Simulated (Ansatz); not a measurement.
Basis-set extrapolation for CH5FSi, SMILES `C[SiH2]F` (PBE0-D4/def2-TZVP geometry, frozen core, the Gaussian-basis code of Ansatz). Multiplicity 1, RHF reference.

```
                      def2-TZVPP   def2-QZVPP
                 HF  -429.298950  -429.315297
    MP2 correlation    -0.557309    -0.602875
CCSD(T) correlation    -0.606871      not run
```

Energies in hartree. Use E(X) = E(∞) + A·exp(−7.88·√X) for Hartree–Fock and E(X) = E(∞) + B·X^(−2.97) for correlation, with X = 3 and 4, and add CCSD(T) minus MP2 of the smaller set to the MP2 limit.

Problem. What is the CCSD(T) energy at the basis-set limit?

Solution. HF limit: -429.315297 + (-0.016347) × 0.13774 = -429.31755. MP2 limit: -0.602875 + (-0.045566) × 0.74074 = -0.63663. Higher-order term: -0.606871 − (-0.557309) = -0.04956. Total: -430.00374 hartree, 2.66 eV below CCSD(T)/def2-TZVPP.
